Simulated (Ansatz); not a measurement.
H$_{6}$N$_{2}$Si, SMILES `NN[SiH3]`. Charge 0, multiplicity 1.

```xyz
9

N    -1.1425    1.0743   -0.3948
N    -0.2207    0.0710   -0.7448
Si    0.7992   -0.7138    0.3876
H    -1.7544    0.7583    0.3498
H    -0.6521    1.9025   -0.0780
H    -0.3525   -0.2507   -1.6876
H     0.0286   -1.3763    1.4820
H     1.7105    0.2637    1.0479
H     1.5840   -1.7290   -0.3620
```

(1) List the harmonic frequencies (cm⁻¹, unscaled) at PBE0-D4/def2-TZVP in Ansatz. (An estimate is asked.)

(2) Is this a minimum?

(3) Give the ideal-gas thermochemistry at 298.15 K and 1 bar (rigid rotor, harmonic oscillator; point group Cs, symmetry number 1).

(4) And at 400, 500, 600, 800 and 1000 K?

(5) Rotational constants (cm⁻¹)?

Answers

(1) The calculation gave: 83, 147, 247, 453, 667, 720, 832, 910, 915, 952, 996, 1209, 1322, 1415, 1689, 2179, 2201, 2231, 3484, 3567, 3646.

(2) Yes, all 21 modes are real.

(3) Zero-point energy 178.6 kJ/mol; H(298) − E = 195.6 kJ/mol; entropy 302.3 J/(mol·K), of which translation 160.4, rotation 98.2, vibration 43.8; G(298) − E = 105.5 kJ/mol. Modes under 100 cm⁻¹ are hindered rotations or soft bends, so the harmonic entropy is rough.

(4) 
```tsv
T (K)	H − E (kJ/mol)	S (J/mol/K)	G − E (kJ/mol)
400	204.8	328.7	73.3
500	215.4	352.3	39.2
600	227.3	374.0	2.9
800	254.2	412.5	-75.8
1000	284.2	446.0	-161.8
```

(5) 1.035, 0.1801, 0.1663.
